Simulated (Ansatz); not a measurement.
CH4S, SMILES CS, a test of scalar relativity

Program: Ansatz's Python interface.

Contents of `ch4s.xyz`:
```text
6

C    -0.14760   -0.29224   -0.38364
S     0.56637    0.04541    1.25702
H    -1.17769    0.05077   -0.41292
H    -0.11163   -1.36870   -0.51773
H     0.44640    0.19667   -1.14994
H     0.42414    1.36810    1.20720
```

Run as a notebook:

In [1]:
```python
import warnings

import ansatz as az
import numpy as np
```

In [2]:
```python
warnings.simplefilter("ignore", az.DeckWarning)

mol = az.Crystal.molecule_from_extxyz("ch4s.xyz")
```

In [3]:
```python
job = (
    mol.calculation()
    .functional("b3lyp", dispersion="d4")
    .forces()
)
# a set contracted for a scalar-relativistic Hamiltonian goes with the relativistic run
sets = {"none": "cc-pVTZ", "scalar": "cc-pVTZ-DK"}
found = {kind: job.basis(gaussian=basis).pseudopotentials(relativity=kind).run(threads=1).report for kind, basis in sets.items()}
for kind, each in found.items():
    dipole = 4.803205 * np.linalg.norm(each["charge_distribution"]["dipole_moment_e_ang"])
    print(f"{kind:7s} E = {each['free_energy_ev']:.4f} eV  dipole {dipole:.3f} D  largest force component {np.abs(each['forces_ev_ang']).max():.4f} eV/A")
print(f"relativity lowers the total energy by {found['none']['free_energy_ev'] - found['scalar']['free_energy_ev']:.3f} eV")
```
```text
none    E = -11939.2543 eV  dipole 1.561 D  largest force component 0.3634 eV/A
scalar  E = -11969.3183 eV  dipole 1.545 D  largest force component 0.3656 eV/A
relativity lowers the total energy by 30.064 eV
```

The total moves by -30.1 eV, nearly all in the cores, and the dipole from 1.56 to 1.54 D.

These settings explore the input space; basis and method may be short of convergence. The geometry is a force-field or estimated start, not a minimum of this method. The basis set changes with the Hamiltonian (a set recontracted for scalar relativity), and most of the change in the total lies in the cores. b3lyp holds the VWN-RPA fit, as in Gaussian; the form of ORCA and Turbomole is b3lyp5. The whole script took 4.2 s on 1 thread of Arm Neoverse V2, with other jobs on the host, peak memory 0.25 GiB.
